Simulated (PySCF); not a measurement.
**Ionisation energy of P by level of theory**

P [Ne] 3s2 3p3 (4S) → P⁺ [Ne] 3s2 3p2 (3P), as a difference of total energies. All numbers are calculated (PySCF 2.14, the non-relativistic Hamiltonian (point nucleus), in aug-cc-pV(D+d)Z (5s4p3d, 32 functions)). Correlated levels: valence: [Ne] frozen. The calculations carry no spin-orbit coupling.

```csv
method,ionisation energy (eV),error (eV)
UHF,9.936,-0.590
PBE0,10.548,+0.022
PBE,10.505,-0.021
MP2 (valence),10.395,-0.131
SCS-MP2 (valence),10.236,-0.290
CCSD (valence),10.323,-0.203
CCSD(T) (valence),10.338,-0.188
```

Reference: 10.526 eV (measured; NIST levels, between the centres of gravity of the two terms).

Errors of the correlated levels include the incompleteness of this basis and the frozen core.
